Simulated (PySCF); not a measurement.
Si(H)3(Me) (CH₆Si), SMILES [SiH3]C.

Coordinates come from a B3LYP-D3(BJ)/def2-TZVP optimisation. The isomer is the one that the SMILES or the coordinates give; other isomers of the formula were not compared.

Two levels are set side by side: PBE/def2-TZVPD (PySCF) and B3LYP/def2-TZVPD (PySCF). Same geometry, gas phase. Differences are taken from unrounded values.

```csv
quantity,PBE
orbital gap (eV),7.43
highest occupied level (eV),-7.90
lowest empty level (eV),-0.47
dipole moment (D),0.82
mean polarisability (bohr³),44.9
```

Task: These are the PBE values. What does B3LYP give? (An estimate is asked for; the answer gives what the named calculation found.)

Result: 
```tsv
quantity	B3LYP	PBE minus B3LYP
orbital gap (eV)	8.92	-1.49
highest occupied level (eV)	-8.99	1.08
lowest empty level (eV)	-0.06	-0.41
dipole moment (D)	0.77	0.05
mean polarisability (bohr³)	43.5	1.5
```

Without exact exchange PBE keeps part of each electron's self-repulsion, which lifts occupied levels and narrows the gap. Loosely held outer electrons make PBE densities more polarisable. Differences between two approximate levels are no errors against the true value.

Rough cost on one machine, each run with all the roots and properties that it gave: B3LYP against PBE within a factor of 2.
